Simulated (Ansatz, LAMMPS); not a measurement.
**How well does each level of theory give the zone-centre LO phonon frequency of rock-salt CaO?**

Reference value: 585 cm⁻¹ (measured, temperature not stated, no zero-point or thermal correction; as tabulated in Roshan et al. (2021), arXiv:2110.13857).

```tsv
level (code)	value (cm⁻¹)	cell (Å³/atom)	difference (%)
ionic model cherry1995 (shell model, LAMMPS)	577	12.19	-1.4
ionic model lewis1985b (shell model, LAMMPS)	472	13.90	-19.3
ionic model matsui1994 (rigid ions, LAMMPS)	586	13.49	+0.2
LDA (Ansatz)	569	13.04	-2.7
PBE (Ansatz)	537	14.09	-8.2
r²SCAN (Ansatz)	566	13.78	-3.2
```

Leaving aside ionic model cherry1995, ionic model lewis1985b, ionic model matsui1994, which can be fitted to such values or carry a doubt: Nearest, and too close to rank with a margin of 3.0 % (twice that across the reference) picked here for doubts on the reference and the settings, and for temperature and zero-point motion: LDA (-2.7 %), r²SCAN (-3.2 %). Farthest off: PBE (-8.2 %). Within 10 %: LDA, PBE, r²SCAN.

The reference has no zero-point or thermal correction, while the calculations are for a static lattice, so the differences are not the levels' errors alone.  Rigid ions have no electronic screening (ε∞ = 1). Each level is taken at its own relaxed cell. Cutoffs differ between the levels. Ansatz's density-functional and Hartree–Fock values are scalar-relativistic unless marked +SOC, with PAW data made under PBE.

Empirical potentials (ionic model cherry1995, ionic model lewis1985b, ionic model matsui1994) are fitted to chosen data, which need not cover the solid at hand: agreement can be built in, and what lay outside the fit can be far off.

Differences are worked out from the printed values.

Ansatz is a quantum-chemistry and plane-wave program.
